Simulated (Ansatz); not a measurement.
Molecule: C$_{2}$H$_{2}$Cl, net charge 0, doublet state. It need not be the lowest isomer of its formula. 
Coordinates optimised at B3LYP-D3(BJ)/def2-TZVP (Ansatz, a first-principles code):
```
C
C 1 1.3086
H 1 1.0829 2 120.27
H 1 1.0879 3 117.72 2 -180.00
Cl 2 1.6767 1 135.19 3 -180.00
```
Charge 0, spin multiplicity 2.

Basis-set convergence of Hartree-Fock and CCSD correlation energies (hartree) with Ansatz. Cores are frozen in the correlated levels unless marked. UHF or UKS for open shells. No spin-orbit coupling. Non-relativistic.

The UHF reference is spin-contaminated (<S^2> 0.21 over the pure value in the largest basis). 

| basis | functions | E(HF) | E(corr, CCSD) |
|---|---|---|---|
| cc-pV(D+d)Z | 61 | -536.32403 | -0.40832 |
| cc-pV(T+d)Z | 127 | ? | ? |

Q: Some entries are withheld; supply them.

A: 
- cc-pV(T+d)Z, E(HF): -536.36027
- cc-pV(T+d)Z, E(corr, CCSD): -0.50946
